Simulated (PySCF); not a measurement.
Consider `C=CC(=C)Cl` (C4H5Cl). Coordinates in Å; atoms count from 1 in this order:
```
C    -1.8245    0.1015    0.2851
C    -0.6557   -0.1979   -0.2913
C     0.6688    0.1578    0.2091
C     1.8113   -0.1670   -0.4107
Cl    0.7314    1.0557    1.6995
H    -1.8652    0.6636    1.2212
H    -2.7679   -0.2100   -0.1684
H    -0.6381   -0.7624   -1.2297
H     1.7752   -0.7305   -1.3457
H     2.7838    0.1160   -0.0065
```

These are calculated values, ωB97X-D3(BJ)/ma-def2-TZVP in PySCF (grid level 2) at geometries from PBE0-D3(BJ)/def2-SVP. The prefix ma- adds one diffuse s and one diffuse p function on all atoms but H. ωB97X-D3(BJ) is ωB97X-V with D3(BJ) in place of VV10. Zero-point and thermal terms (298.15 K, 1 bar) come from unscaled PBE0-D3(BJ)/def2-SVP harmonic frequencies, with soft modes damped to free rotors in the entropy.

(1) What are the vertical and the adiabatic ionisation energy for forming the radical cation?

(2) Where does the unpaired spin of the relaxed radical cation sit?

(3) What oxidation potential follows in water (IEF-PCM), given that Fc+/Fc comes at 4.52 V absolute with this functional and basis?

(4) How far is −ε(HOMO) from the vertical value by ΔSCF?

Results:

(1) 9.14 eV vertical and 8.95 eV adiabatic, the latter with zero-point energy.

(2) C4 (alkene carbon) 0.58, C1 (alkene carbon) 0.39 (intrinsic atomic orbital populations).

(3) In the gas phase ΔG of oxidation is 8.924 eV, and solvation is -12.0 kJ/mol for the parent and -238.4 kJ/mol for the product, so the absolute potential is 6.58 V, or 2.06 V against Fc+/Fc. Fc+/Fc in water, 4.52 V, is ωB97X-D3(BJ)/ma-def2-TZVP on PBE0-D3(BJ)/def2-SVP structures with GFN2-xTB thermal terms. Benchmark calculations put it near 5.0 V in acetonitrile and DMSO, so it is about 0.5 V low, and the value against it can read up to that much too high. The solvent is electrostatics only, on gas-phase structures; the absolute scale refers to an electron at rest in vacuum.

(4) −ε(HOMO) = 9.30 eV, which is 0.15 eV above the ΔSCF value.

Caveats: spin-orbit coupling is left out of the energies, which matters for open shells on the heavier atoms.

Differences come from unrounded values, so a last digit can differ from that of the printed terms.
